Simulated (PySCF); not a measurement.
**From computed data to an observable: oscillator strength and radiative lifetime**

H2S, SMILES S.

The structure is a stationary point at PBE-D3(BJ)/def2-TZVPD.

TDA-PBE0/def2-TZVPD (PySCF 2.14.0) puts the first singlet state with f over 0.02 at 6.17 eV (vertical), with the transition dipole (-0.626, 0.000, 0.000) in atomic units.

Q: Find the oscillator strength, the wavelength and the radiative lifetime that this transition would have in vacuum if emission retraced absorption.

A: 
|μ|² = 0.3919 au, so |μ| = 1.59 D. ΔE = 6.17/27.211 = 0.2267 hartree. f = (2/3) ΔE |μ|² = 0.059 (the program prints 0.059).
λ = 1239.84/6.17 = 201 nm; ν = 49764 cm⁻¹.
Einstein's coefficient A = 0.6670 ν² f s⁻¹ (ν in cm⁻¹) = 9.8e7 s⁻¹, so τ = 1/A = 10 ns. This state is S2; the lower singlet has f = 0.000. The figure is the radiative limit of this one transition; relaxation, internal conversion, crossing to triplets and a medium change what is measured.
